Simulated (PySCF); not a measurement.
Compound: difluorophosphane, F₂HP.
SMILES: `FPF`

Jobs on this species (4 atoms, 34 electrons) with PySCF (density fitting). Hardware of each: an Arm Neoverse V1 with one thread, no GPU, on a shared host. Times come from a shared host and carry two figures at best. Peak memory is the resident size of the whole Python process, interpreter and libraries included.

```tsv
level and settings	work	basis functions	SCF cycles	wall time	peak memory
CAM-B3LYP/def2-SVPD	10 singlets by full TDDFT, 4 Tamm–Dancoff triplets, polarisability, ΔSCF ions	78	?	?	?
delta-SCF UKS SCAN, pcX-2 on the ionised atom, pcseg-1 elsewhere, spin-free X2C	ΔSCF core ionisation, 3 holes	93	44	3.6 s	0.44 GiB
PBE0/pcSseg-1	shieldings, charges and field gradients	63	11	2.0 s	0.31 GiB
PBE0-D3(BJ)/def2-SVP, grid level 1	geometry optimisation from a GFN2-xTB start shaken at random	51	41	3.8 s	0.27 GiB
wB97X-D/pcSseg-2	shieldings	129	12	4.0 s	0.58 GiB
```

Question: Fill in the missing figures.

Answer: 
- CAM-B3LYP/def2-SVPD; 10 singlets by full TDDFT, 4 Tamm–Dancoff triplets, polarisability, ΔSCF ions: 4.4 s, 0.35 GiB, 11 SCF cycles

Question: What do all jobs in the table cost together?

Answer: About 18 s; the longest takes about 25 % of that, and about 2.2 times as long as the shortest.
